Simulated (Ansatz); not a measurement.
Consider a ladder of basis sets of CH5Si, SMILES [CH2][SiH3] (Ansatz 0.2.0 through its Python package).

`basis.py`:
```python
"""Basis-set convergence for CH5Si."""

import ansatz as az

ch5si = (
    az.Crystal.molecule()
    .atom("C", (-0.15, -1.1281, 0.046))
    .atom("Si", (0.1125, 0.6903, -0.0291))
    .atom("H", (-1.2065, -1.4388, 0.3185))
    .atom("H", (0.6662, -1.762, -0.2283))
    .atom("H", (-0.2104, 1.2077, -1.3936))
    .atom("H", (-0.723, 1.4019, 0.977))
    .atom("H", (1.5725, 0.9611, 0.2638))
)

calculation = (
    ch5si.calculation()
    .functional("PBE0")
    .spin("collinear", total=1)
)

energies = {}
for basis in ["STO-3G", "6-31G", "6-31G*", "def2-SVP", "def2-SVPD", "def2-TZVP", "def2-TZVPP"]:
    data = calculation.basis(gaussian=basis).run(threads=1, pin="off").report
    size = data["n_frozen"] + data["n_occupied"][0] + data["n_virtual"][0]
    energies[basis] = (data["reference_energy_ev"] / 27.211386246, data["free_energy_ev"] / 27.211386246)
    print(f"{basis:14s} {size:4d} orbitals  reference {energies[basis][0]:14.6f} Ha  total {energies[basis][1]:14.6f} Ha")

last = energies["def2-TZVPP"][1]
for basis, (_, total) in energies.items():
    print(f"{basis:14s} lies {27.211386 * (total - last):9.4f} eV above def2-TZVPP")
```

How far does the total energy move along this ladder of basis sets?

Against STO-3G: 6-31G -3769.5 mHa, 6-31G* -3811.9 mHa, def2-SVP -3710.9 mHa, def2-SVPD -3714.8 mHa, def2-TZVP -3857.4 mHa and def2-TZVPP -3858.5 mHa. The last step alone is -1.15 mHa (these two sets differ little on atoms other than hydrogen). From the first set to the last the time grows from 0.6 to 3.3 s.

The run itself:

```console
$ python basis.py
STO-3G           19 orbitals  reference    -326.518664 Ha  total    -326.518664 Ha
6-31G            32 orbitals  reference    -330.288163 Ha  total    -330.288163 Ha
6-31G*           44 orbitals  reference    -330.330596 Ha  total    -330.330596 Ha
def2-SVP         57 orbitals  reference    -330.229586 Ha  total    -330.229586 Ha
def2-SVPD        84 orbitals  reference    -330.233481 Ha  total    -330.233481 Ha
def2-TZVP        98 orbitals  reference    -330.376045 Ha  total    -330.376045 Ha
def2-TZVPP      143 orbitals  reference    -330.377194 Ha  total    -330.377194 Ha
STO-3G         lies  104.9960 eV above def2-TZVPP
6-31G          lies    2.4226 eV above def2-TZVPP
6-31G*         lies    1.2680 eV above def2-TZVPP
def2-SVP       lies    4.0166 eV above def2-TZVPP
def2-SVPD      lies    3.9106 eV above def2-TZVPP
def2-TZVP      lies    0.0313 eV above def2-TZVPP
def2-TZVPP     lies    0.0000 eV above def2-TZVPP
```

Reading the output:
- The drop along the ladder measures the basis error, and is no property of the molecule.
- The geometry is a force-field or estimated start, not a minimum of this method, and the last set is no limit. Much of the fall in a total is atomic energy, which cancels in bond and reaction energies.
- The species is open-shell (spin multiplicity 2).
- Totals across families of basis sets mostly measure their core functions.
- Finished in 12 s on 1 thread of Arm Neoverse V2, on a shared host, peak memory 0.3 GiB.
